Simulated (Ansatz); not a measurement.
**BH₂O₂ radical (SMILES [O]BO): single points off equilibrium**

One table from this session's results is given with a row withheld; the runs are named, their logs left out.

Method: single points in def2-TZVPP; program: Ansatz 0.2.0, Gaussian basis.

Cores are frozen in the correlated methods. Orbitals are unrestricted.

## The system as given

SMILES `[O]BO`, 5 atoms, charge 0, spin multiplicity 2.

Atoms are counted from 1 here; the program's logs count them from 0.

Bond lengths: O1–B2 1.385 Å, B2–O3 1.196 Å, B2–H4 1.249 Å, O3–H5 1.002 Å. Angles: O1–B2–O3 148.6°, O1–B2–H4 103.6°, O3–B2–H4 100.3°, B2–O3–H5 106.3°.

Coordinates:

```xyz
5
charge 0, multiplicity 2
O    -0.41010   -1.48500   -0.33340
B    -0.12020   -0.13430   -0.23610
O     0.42190    0.75330    0.35370
H    -1.19950    0.42080   -0.53100
H     1.30780    0.39200    0.65170
```

The first run:

Input file run/in.yaml:

```yaml
crystal:
  periodic: [false, false, false]
  atoms:
    - {symbol: O, position_ang: [-0.410100, -1.485000, -0.333400]}
    - {symbol: B, position_ang: [-0.120200, -0.134300, -0.236100]}
    - {symbol: O, position_ang: [0.421900, 0.753300, 0.353700]}
    - {symbol: H, position_ang: [-1.199500, 0.420800, -0.531000]}
    - {symbol: H, position_ang: [1.307800, 0.392000, 0.651700]}
basis:
  gaussian: {orbitals: def2-TZVPP}
magnetization: {spin_polarized: true, initial_magnetization: 1}
correlation: {method: ccsd_t}
scf: {omitted_lower_state_checks: [cluster_reference]}
output: {forces: true}
```

No record of the launch command was kept for these runs.

Steps of the session up to this table: CCSD(T)/def2-TZVPP; PBE0-D4/def2-TZVPP; wB97M-V/def2-TZVPP; r2SCAN-D4/def2-TZVPP; PBE-D4/def2-TZVPP; r2SCAN0-D4/def2-TZVPP; B97M-V/def2-TZVPP.

One table of the session follows, with a row left open; its other results are not shown here.

| method | RMS force component (eV/Å) | angle to CCSD(T) forces (°) | dipole (D) |
| --- | --- | --- | --- |
| CCSD(T) | 4.804 | reference | 2.82 |
| PBE0-D4 | 4.650 | 2.8 | 2.86 |
| wB97M-V | 4.684 | 1.6 | 2.90 |
| r2SCAN-D4 | 4.651 | 3.5 | 2.88 |
| PBE-D4 | ? | ? | ? |
| r2SCAN0-D4 | 4.644 | 3.4 | 2.90 |
| B97M-V | 4.578 | 3.0 | 2.88 |

**Question.** Estimate the row for PBE-D4.

**Answer.** RMS force component (eV/Å): 4.666; angle to CCSD(T) forces (°): 6.0; dipole (D): 2.83. In the column «RMS force component (eV/Å)» it lies between r2SCAN-D4 (4.651) and wB97M-V (4.684).
